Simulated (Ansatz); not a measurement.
Process, species as SMILES: CSC + H+ → [SH+](C)C
B3LYP-D3(BJ)/def2-TZVP geometries, fixed; electronic energies without zero-point terms; positive where energy is released.
Largest species:
```
S
H 1 1.3501
C 1 1.8117 2 99.01
H 3 1.0867 1 110.60 2 -52.40
H 3 1.0886 4 111.43 1 118.15
H 3 1.0887 4 111.57 5 123.04
C 1 1.8117 2 99.01 3 -105.81
H 7 1.0867 1 110.60 2 52.40
H 7 1.0886 8 111.43 1 -118.15
H 7 1.0887 8 111.57 9 -123.04
```
Charge +1, spin multiplicity 1.

Energies in hartree at MP2 with Ansatz (an electronic-structure program); the proton affinity is their sum with the coefficients shown, times 627.509 kcal/mol a hartree; the bare proton counts zero. All functions are spherical. Cores are frozen. No added dispersion term, no relativity.

```
species  coefficient          part  cc-pV(D+d)Z  cc-pV(T+d)Z  cc-pV(Q+d)Z
-------  -----------  ------------  -----------  -----------  -----------
CSC               +1  Hartree-Fock   -476.76282   -476.80438   -476.81330
CSC               +1   correlation     -0.43094     -0.53858     -0.57643
C[SH+]C           -1  Hartree-Fock   -477.09203   -477.13645   -477.14558
C[SH+]C           -1   correlation     -0.42716     -0.53069     -0.56729
```

Task: Predict the proton affinity in cc-pV(5+d)Z (X = 5): let each Hartree-Fock step shrink by the ratio of the last two, and fit each correlation energy at X = 3 and 4 to E + A/X^3. Compare with the run.

Result: 
- CSC: steps -0.04156 and -0.00892, ratio 0.215, so Hartree-Fock -476.81522 (run: -476.81531); A = (-0.53858 - (-0.57643))/(1/27 - 1/64) = 1.7677, correlation -0.57643 - A/64 + A/125 = -0.58991 (run: -0.59149).
- C[SH+]C: steps -0.04442 and -0.00913, ratio 0.206, so Hartree-Fock -477.14746 (run: -477.14770); A = (-0.53069 - (-0.56729))/(1/27 - 1/64) = 1.7093, correlation -0.56729 - A/64 + A/125 = -0.58032 (run: -0.58172).
Predicted 202.47 kcal/mol; the run in cc-pV(5+d)Z gives 202.45, a miss of 0.02. Keeping the value in cc-pV(Q+d)Z, 202.77, would miss by 0.33. All sums are of the energies as printed.
